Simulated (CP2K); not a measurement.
# doublet C3H4O+ at 5 levels

Aim: a comparison of 5 runs (AM1, DFTB2, GFN2-xTB, PM3, GFN1-xTB) of doublet C3H4O+. 

The results are computed with CP2K 2026.2.

4 further runs of the same task are left out: 4 that didn't finish.

## Step 1: Starting point

C3H4O+ has 8 atoms, charge +1, and is taken as a doublet. As SMILES of the parent species, `O=C1CC1`. Geometry: relaxed at PBE0-D4/def2-TZVP. That shape belongs to the parent species and isn't relaxed for this state.

Bond lengths: O1–C2 1.191 Å, C2–C3 1.461 Å, C2–C4 1.461 Å, C3–C4 1.559 Å, C3–H5 1.085 Å, C3–H6 1.085 Å, C4–H7 1.085 Å, C4–H8 1.085 Å. Some angles: O1–C2–C3 147.8°, O1–C2–C4 147.8°, C3–C2–C4 64.5°, C2–C3–C4 57.8°, C2–C4–C3 57.8°, C2–C3–H5 118.8°, C2–C3–H6 118.8°, C4–C3–H5 117.6°, C4–C3–H6 117.6°, C2–C4–H7 118.8°.

## Step 2: The energy at AM1 (run 1)

File molecule.xyz:

```xyz
8

O     -1.866360     0.508710     0.864370
C     -0.817550     0.222830     0.378650
C      0.531030     0.648400     0.010540
C      0.011210    -0.796200    -0.261680
H      0.656030     1.307070    -0.842670
H      1.269970     0.777560     0.794590
H     -0.199200    -1.069440    -1.290510
H      0.414850    -1.598930     0.346710
```

File molecule.inp:

```
&global
    project molecule
    run_type ENERGY
    print_level MEDIUM
&end global

&force_eval
    method Quickstep
    &dft
        charge 1
        multiplicity 2
        uks T
        &qs
            method AM1
            eps_default 1.0E-10
            &se
                &coulomb
                    cutoff [angstrom] 50
                    rc_range [angstrom] 0
                &end coulomb
                &exchange
                    cutoff [angstrom] 50
                    rc_range [angstrom] 0
                &end exchange
            &end se
        &end qs
        ! cluster boundary conditions
        &poisson
            periodic NONE
            poisson_solver ANALYTIC
        &end poisson
        ! SCF settings
        &scf
            scf_guess ATOMIC
            eps_scf 1.0E-07
            max_scf 100
            &diagonalization
                algorithm STANDARD
            &end diagonalization
            &mixing
                method DIRECT_P_MIXING
                alpha 0.4
            &end mixing
        &end scf
        &print
            &moments
                periodic F
                reference COM
                max_moment 1
            &end moments
            &mo ON
                energies T
                occupation_numbers T
                ndigits 6
                &each
                    qs_scf 0
                &end each
                add_last NUMERIC
            &end mo
            &hirshfeld OFF
            &end hirshfeld
        &end print
    &end dft
    &subsys
        ! vacuum box
        &cell
            abc 11.1 10.9 10.2
            periodic NONE
        &end cell
        &topology
            coord_file_name molecule.xyz
            coord_file_format XYZ
            &center_coordinates
            &end center_coordinates
        &end topology
    &end subsys
&end force_eval
```

The run is started by

```console
$ OMP_NUM_THREADS=1 cp2k.psmp molecule.inp > molecule.out
```

Standard output:

```text
CP2K| version string:                                       CP2K version 2026.2
[...]
 GLOBAL| Method name                                                        CP2K
[...]
 GLOBAL| Run type                                                         ENERGY
[...]
                             - Atoms:                                          8
[...]
                             - Spherical basis functions:                     20
[...]
 Number of electrons:                                                         11
[...]
     1 P_Mix/Diag. 0.40E+00    0.0     0.36710475       -20.9799286821 -2.10E+01
[...]
    24 DIIS/Diag.  0.13E-06    0.0     0.00000009       -27.4883338428 -1.07E-13
  *** SCF run converged in    24 steps ***
  Core-core repulsion energy [eV]:                           1345.04569220751659
  Core Hamiltonian energy [eV]:                             -1161.00130293468328
  Two-electron integral energy [eV]:                        -1864.07998609267474
  Electronic energy [eV]:                                   -2093.04129598102054
  Total energy [eV]:                                         -747.99560377350417
  Atomic reference energy [eV]:                               757.98423155906994
  Heat of formation [kcal/mol]:                               230.34324707412779
[...]
 SE_DIPOLE| Moment [Debye]         -1.92123985       0.52366322       0.88975941
 SE_DIPOLE| Derivative [a.u.]       0.00000000       0.00000000       0.00000000
 ENERGY| Total FORCE_EVAL ( QS ) energy [hartree]            -27.488333842796550
[...]
```

Run time: 0.22 s. Hardware: 1 thread of Arm Neoverse V2, shared host.

## Step 3: The energy at DFTB2 (run 2)

File mol.inp:

```
&GLOBAL
  PROJECT mol
  RUN_TYPE ENERGY
  PRINT_LEVEL MEDIUM
&END

&FORCE_EVAL
  METHOD QUICKSTEP
  &DFT
    CHARGE 1
    MULTIPLICITY 2
    UNRESTRICTED_KOHN_SHAM T
    &QS
      METHOD DFTB
      EPS_DEFAULT 1.0E-10
      &DFTB
        SELF_CONSISTENT T
        &PARAMETER
          PARAM_FILE_PATH DFTB/scc
          PARAM_FILE_NAME scc_parameter
          UFF_FORCE_FIELD uff_table
        &END
      &END
    &END
    &POISSON
      PERIODIC NONE
      POISSON_SOLVER ANALYTIC
    &END
    &SCF
      SCF_GUESS ATOMIC
      EPS_SCF 1.0E-06
      MAX_SCF 40
      &OT
        MINIMIZER CG
        PRECONDITIONER FULL_SINGLE_INVERSE
      &END
      &OUTER_SCF
        EPS_SCF 1.0E-06
        MAX_SCF 10
      &END
    &END
    &PRINT
      &MOMENTS
        PERIODIC F
        REFERENCE COM
        MAX_MOMENT 1
      &END
      &MO_CUBES
        NLUMO 3
        NHOMO -1
        WRITE_CUBE F
      &END
      &HIRSHFELD OFF
      &END
    &END
  &END
  &SUBSYS
    &CELL
      ABC 19.1 18.9 18.2
      PERIODIC NONE
    &END
    &COORD
      SCALED T
      O    0.41789712   0.53463704   0.55920000
      C    0.47280864   0.51951111   0.53251209
      C    0.54341492   0.54202804   0.51228626
      C    0.51619921   0.46559418   0.49732912
      H    0.54995942   0.57687831   0.46540659
      H    0.58210288   0.54886190   0.55536593
      H    0.50518298   0.45113704   0.44080000
      H    0.53733220   0.42312169   0.53075714
    &END
  &END
&END
```

The run is started by

```console
$ OMP_NUM_THREADS=1 cp2k.psmp -i mol.inp -o mol.out
```

Standard output:

```text
CP2K| version string:                                       CP2K version 2026.2
[...]
 GLOBAL| Method name                                                        CP2K
[...]
 GLOBAL| Run type                                                         ENERGY
[...]
                             - Atoms:                                          8
[...]
                             - Spherical basis functions:                     20
[...]
 Number of electrons:                                                         11
[...]
     1 OT CG       0.80E-01    0.0     0.13715257        -6.9714720549 -6.97E+00
[...]
     6 OT CG       0.24E+00    0.0     0.00000054        -9.5434860691 -6.48E-11
  *** SCF run converged in     6 steps ***
[...]
 TB_DIPOLE| Moment [Debye]          2.19282978      -0.59770414      -1.01555220
 TB_DIPOLE| Derivative [a.u.]       0.00000000       0.00000000       0.00000000
 *** WARNING in qs_scf_post_tb.F:608 :: Printing of MO cube files not ***
 *** implemented for TB methods.                                      ***
 ENERGY| Total FORCE_EVAL ( QS ) energy [hartree]             -9.543486069130694
[...]
```

Run time: 0.86 s. Hardware: 1 thread of Arm Neoverse V2, shared host.

Run 3 isn't shown in full; the table further down has it.

## Step 4: A single-point energy at PM3 (run 4)

File mol.inp:

```
&GLOBAL
 PROJECT_NAME mol
 RUN_TYPE ENERGY
 PRINT_LEVEL MEDIUM
&END GLOBAL
&FORCE_EVAL
 METHOD QUICKSTEP
 &DFT
  CHARGE 1
  MULTIPLICITY 2
  SPIN_POLARIZED T
  &QS
   METHOD PM3
   EPS_DEFAULT 1.0E-10
   &SE
    &COULOMB
     CUTOFF [angstrom] 50
     RC_RANGE [angstrom] 0
    &END COULOMB
    &EXCHANGE
     CUTOFF [angstrom] 50
     RC_RANGE [angstrom] 0
    &END EXCHANGE
   &END SE
  &END QS
  &POISSON
   PERIODIC NONE
   POISSON_SOLVER ANALYTIC
  &END POISSON
  &SCF
   SCF_GUESS ATOMIC
   EPS_SCF 1.0E-06
   MAX_SCF 40
   &OT ON
    MINIMIZER DIIS
    PRECONDITIONER FULL_SINGLE_INVERSE
   &END OT
   &OUTER_SCF
    EPS_SCF 1.0E-06
    MAX_SCF 8
   &END OUTER_SCF
  &END SCF
  &PRINT
   &MOMENTS
    PERIODIC F
    REFERENCE COM
    MAX_MOMENT 1
   &END MOMENTS
   &MO_CUBES
    NLUMO 3
    NHOMO -1
    WRITE_CUBE F
   &END MO_CUBES
   &HIRSHFELD OFF
   &END HIRSHFELD
  &END PRINT
 &END DFT
 &SUBSYS
  &CELL
   ABC [angstrom] 15.1 14.9 14.2
   PERIODIC NONE
  &END CELL
  &COORD
   O      5.981835     8.104640     8.177440
   C      7.030645     7.818760     7.691720
   C      8.379225     8.244330     7.323610
   C      7.859405     6.799730     7.051390
   H      8.504225     8.903000     6.470400
   H      9.118165     8.373490     8.107660
   H      7.648995     6.526490     6.022560
   H      8.263045     5.997000     7.659780
  &END COORD
 &END SUBSYS
&END FORCE_EVAL
```

The run is started by

```console
$ OMP_NUM_THREADS=1 cp2k.psmp -i mol.inp -o mol.out
```

Standard output:

```text
CP2K| version string:                                       CP2K version 2026.2
[...]
 GLOBAL| Method name                                                        CP2K
[...]
 GLOBAL| Run type                                                         ENERGY
[...]
                             - Atoms:                                          8
[...]
                             - Spherical basis functions:                     20
[...]
 Number of electrons:                                                         11
[...]
     1 OT DIIS     0.80E-01    0.0     0.20850023       -20.3794226064 -2.04E+01
[...]
    26 OT DIIS     0.80E-01    0.0     0.00000080       -25.7013020220 -6.74E-10
  *** SCF run converged in    26 steps ***
  Core-core repulsion energy [eV]:                           1328.08284166170529
  Core Hamiltonian energy [eV]:                             -1064.50949342105355
  Two-electron integral energy [eV]:                        -1925.88268635067175
  Electronic energy [eV]:                                   -2027.45083659638931
  Total energy [eV]:                                         -699.36799493468413
  Atomic reference energy [eV]:                               709.17686305907000
  Heat of formation [kcal/mol]:                               226.19789048080625
[...]
 SE_DIPOLE| Moment [Debye]         -1.33515313       0.36392682       0.61832229
 SE_DIPOLE| Derivative [a.u.]       0.00000000       0.00000000       0.00000000
 *** WARNING in qs_scf_post_se.F:140 :: Printing of MO cube files not ***
 *** implemented for Semi-Empirical method.                           ***
 ENERGY| Total FORCE_EVAL ( QS ) energy [hartree]            -25.701302022027768
[...]
```

It took 0.95 s on 1 thread of Arm Neoverse V2, shared host.

## Step 5: A single-point energy at GFN1-xTB (run 5)

molecule.xyz is that of step 2.

File calc.inp:

```
&global
  project_name calc
  run_type ENERGY
  print_level MEDIUM
&end
&force_eval
  method QUICKSTEP
  &dft
    charge 1
    multiplicity 2
    uks T
    ! Quickstep
    &qs
      method XTB
      eps_default 1.0E-10
      &xtb
        gfn_type TBLITE
        &tblite
          method GFN1
        &end
        check_atomic_charges F
      &end
    &end
    &poisson
      periodic NONE
      poisson_solver ANALYTIC
    &end
    &scf
      scf_guess ATOMIC
      eps_scf 1.0E-07
      max_scf 150
      added_mos 2
      &diagonalization
        algorithm STANDARD
      &end
      &mixing
        method DIRECT_P_MIXING
        alpha 0.4
      &end
      &smear ON
        method FERMI_DIRAC
        electronic_temperature [K] 300
        fixed_magnetic_moment 1.0
      &end
    &end
    ! extra output
    &print
      &moments
        periodic F
        reference COM
        max_moment 1
      &end
      &mo ON
        energies T
        occupation_numbers T
        ndigits 6
        &each
          qs_scf 0
        &end
        add_last NUMERIC
      &end
      &hirshfeld OFF
      &end
    &end
  &end
  &subsys
    &cell
      abc 11.1 10.9 10.2
      periodic NONE
    &end
    &topology
      coord_file_name molecule.xyz
      coord_file_format XYZ
      &center_coordinates
      &end
    &end
  &end
&end
```

The run is started by

```console
$ OMP_NUM_THREADS=1 cp2k.psmp -i calc.inp -o calc.out
```

Standard output:

```text
CP2K| version string:                                       CP2K version 2026.2
[...]
 GLOBAL| Method name                                                        CP2K
[...]
 GLOBAL| Run type                                                         ENERGY
[...]
                             - Atoms:                                          8
[...]
                             - Spherical basis functions:                     24
[...]
 Number of electrons:                                                         11
[...]
  *** SCF run converged in    17 steps ***
[...]
  Fermi energy:                                                -0.67801585124382
[...]
 TB_DIPOLE| Moment [Debye]          3.85352572      -1.05034562      -1.78466888
 TB_DIPOLE| Derivative [a.u.]       0.00000000       0.00000000       0.00000000
[...]
 ENERGY| Total FORCE_EVAL ( QS ) energy [hartree]            -12.564247831524021
[...]
```

It took 0.24 s on 1 thread of Arm Neoverse V2, shared host.

## Step 6: The series

```csv
run,level,SCF convergence threshold,iteration cap,energy (Eh),HOMO energy (eV),wall time
1,AM1,1e-07,100,-27.488334,-18.21,0.22 s
2,DFTB2,1e-06,40,-9.543486,–,0.86 s
3,GFN2-xTB,1e-06,150,-11.938468,-18.48,0.24 s
4,PM3,1e-06,40,-25.701302,–,0.95 s
5,GFN1-xTB,1e-07,150,-12.564248,-19.77,0.24 s
```

## Step 7: Outcome

| quantity | value |
| --- | --- |
| run 5: total energy | -12.56425 Eh |
| run 5: HOMO energy (highest over α and β) | -19.77 eV |
| run 5: LUMO energy (lowest over α and β) | -19.42 eV |
| run 5: dispersion energy | -4.78 kJ/mol |

Force-field and semi-empirical energies have zeros of their own, so their totals don't compare. All runs together took 2.5 s, the longest 0.95 s.
